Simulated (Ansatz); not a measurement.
Program: Ansatz 0.2.0.

C4H7FS, SMILES `CC(C)(F)C=S` at its PBE0-D4/def2-TZVP geometry, where that method's forces vanish. Charge 0, multiplicity 1.

```tsv
atom	x (Å)	y (Å)	z (Å)
C1	-1.395	-0.017	-0.214
C2	0.111	-0.220	-0.285
C3	0.705	-0.610	1.060
F4	0.354	-1.254	-1.167
C5	0.762	1.042	-0.772
S6	1.626	1.229	-2.107
H7	-1.648	0.804	0.459
H8	-1.864	-0.930	0.156
H9	-1.790	0.206	-1.206
H10	1.774	-0.800	0.956
H11	0.217	-1.517	1.420
H12	0.557	0.182	1.796
H13	0.591	1.886	-0.097
```

For each bond, give half the difference of the two atoms' forces along it (eV/Å; positive pushes the atoms apart) under PBE-D4, r2SCAN-D4, B3LYP-D4, ωB97M-V in def2-TZVPP. (An estimate is asked.)

The calculation gave: 
| bond | length (Å) | PBE-D4 | r2SCAN-D4 | B3LYP-D4 | ωB97M-V |
| --- | --- | --- | --- | --- | --- |
| C1–C2 | 1.521 | 0.00 | 0.06 | 0.08 | 0.03 |
| C1–H7 | 1.091 | 0.08 | -0.04 | -0.06 | -0.05 |
| C1–H8 | 1.091 | 0.10 | -0.03 | -0.08 | -0.08 |
| C1–H9 | 1.091 | 0.10 | -0.04 | -0.07 | -0.06 |
| C2–C3 | 1.521 | 0.00 | 0.06 | 0.08 | 0.03 |
| C2–F4 | 1.381 | 0.55 | 0.32 | 0.39 | 0.24 |
| C2–C5 | 1.501 | -0.16 | -0.09 | -0.04 | 0.11 |
| C3–H10 | 1.091 | 0.10 | -0.04 | -0.07 | -0.06 |
| C3–H11 | 1.091 | 0.10 | -0.03 | -0.08 | -0.08 |
| C3–H12 | 1.091 | 0.08 | -0.04 | -0.06 | -0.05 |
| C5–S6 | 1.601 | 0.49 | 0.23 | 0.20 | -0.13 |
| C5–H13 | 1.094 | 0.03 | -0.05 | -0.16 | -0.10 |

B3LYP here is the variant with VWN-RPA as its local correlation; programs differ in this.
